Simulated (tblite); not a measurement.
Oxalyl dichloride, C2Cl2O2.
SMILES with atom numbers: `[O:1]=[C:2]([Cl:3])[C:4](=[O:5])[Cl:6]`

Structure optimised with GFN2-xTB, isolated species.

(1) List the bond lengths, angles and torsions at this level.

Results:

(1) 
```json
{"bond": "O1=C2, C4=O5", "length (pm)": "118.4", "order": "double"}
{"bond": "C2–Cl3, C4–Cl6", "length (pm)": "173.2", "order": "single"}
{"bond": "C2–C4", "length (pm)": "153.1", "order": "single"}
```

Bonds in one row agree within 1 pm and their mean is given. Orders are formal, as drawn. A selection of angles:
```json
{"angle": "O1–C2–Cl3", "degrees": "123.6"}
{"angle": "O1–C2–C4", "degrees": "126.0"}
{"angle": "Cl3–C2–C4", "degrees": "110.5"}
```

Dihedral angles: O1–C2–C4–O5 180° (antiperiplanar).

The 6 heavy atoms lie in one plane (0.001 Å rms).

Point group: C2h (every atom within 0.08 Å of its image). Its GFN2-xTB frequencies are all real (lowest 18 cm⁻¹). One conformer, not necessarily the lowest.

These are computed values.
